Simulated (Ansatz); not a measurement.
# CH5BO: a dynamics run in two tries

Wanted: a short trajectory, and a check that the input is sound.

Program: Ansatz 0.2.0. Level of theory: UKS BHLYP/def2-SVP. These are calculated values, not measurements.

## (1) The system as given

Bond lengths: B1–C2 1.855 Å, B1–O3 1.294 Å, B1–H4 1.351 Å, B1–H5 1.173 Å, C2–H6 1.092 Å, C2–H7 1.088 Å, C2–H8 1.087 Å. Angles: B1–C2–H6 119.5°, B1–C2–H7 101.0°, B1–C2–H8 112.4°, H6–C2–H7 105.2°, H6–C2–H8 109.9°, H7–C2–H8 107.6°, C2–B1–O3 106.7°, C2–B1–H4 48.9°, C2–B1–H5 120.7°, O3–B1–H4 57.8°, O3–B1–H5 132.7°, H4–B1–H5 169.5°.

Structure file:

```xyz
8

B    -0.7622   -0.2238   -0.7157
C     0.5328    0.3705    0.4718
O    -0.8304   -1.5089   -0.5780
H    -0.0109   -0.8912    0.1866
H    -1.3239    0.5313   -1.4151
H     1.4840   -0.1622    0.5415
H     0.7785    1.3390    0.0422
H     0.1322    0.5452    1.4667
```

## (2) First try

Contents of input.yaml:

```yaml
crystal:
  periodic: [false, false, false]
  atoms:
    - { symbol: B, position_ang: [-0.7622, -0.2238, -0.7157] }
    - { symbol: C, position_ang: [0.5328, 0.3705, 0.4718] }
    - { symbol: O, position_ang: [-0.8304, -1.5089, -0.578] }
    - { symbol: H, position_ang: [-0.0109, -0.8912, 0.1866] }
    - { symbol: H, position_ang: [-1.3239, 0.5313, -1.4151] }
    - { symbol: H, position_ang: [1.484, -0.1622, 0.5415] }
    - { symbol: H, position_ang: [0.7785, 1.339, 0.0422] }
    - { symbol: H, position_ang: [0.1322, 0.5452, 1.4667] }
magnetization:
  spin_polarized: true
basis:
  gaussian: { orbitals: def2-SVP }
hamiltonian:
  xc: { name: BHLYP }
md:
  timestep: 0.5
  n_steps: 25
  ensemble: nvt
  temperature: 600.0
  initial_velocities: maxwell_boltzmann
  seed: 390855
```

Run with:

```bash
$ ansatz run input.yaml --threads 1 --pin off --max-ram 2048MiB --backend cpu --events-out ev --progress --plain --runs-dir out
```

**Question.** What will these runs give? Wanted: first try.

**Answer**, as computed:

| quantity | value |
| --- | --- |
| first try | refused |
| cause | the word typed for the ensemble or optimiser is not among those the program lists |

The fault in the first input was caught at the input check and cost nothing.
